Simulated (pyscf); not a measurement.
Elementary routes open to disiloxane (H₃Si–O–SiH₃) + hydrogen fluoride (HF) in the gas phase (singlet surface):
A. F–SiH₂–O–SiH₃ + hydrogen (H₂) (H–Si, F–H broken; F–Si, H–H formed)
B. F–SiH₃ + silanol (HO–SiH₃) (O–Si, F–H broken; F–Si, H–O formed)

PySCF, gas phase, ωB97X-D3(BJ)/def2-SVP geometries.

Q: Rank the routes by free-energy barrier at 298 K, lowest first, for ωB97M-D3(BJ)/def2-TZVP energies (ideal gas, 1 atm, RRHO with modes under 100 cm⁻¹ raised to 100, one conformer, R ln 2 for rigid chiral ones).

A: B (1.21 eV), A (1.53 eV)

Route B is the fastest of these, ahead of the next by 0.31 eV. The most stable products are those of A (ΔG = -1.42 eV), whose barrier is 0.31 eV higher: the kinetic and the thermodynamic product differ. At 1200 K B is still the fastest. B: On the reactant side the descent ends in a complex, 0.26 eV under the separated species and 1.05 eV under the saddle at ωB97X-D3(BJ)/def2-TZVP. On the product side the descent ends in a complex (not fully relaxed), 0.18 eV under the separated species and 1.19 eV under the saddle at ωB97X-D3(BJ)/def2-TZVP. Only these routes are compared; each barrier is that of the saddle found, and lower ones may exist.
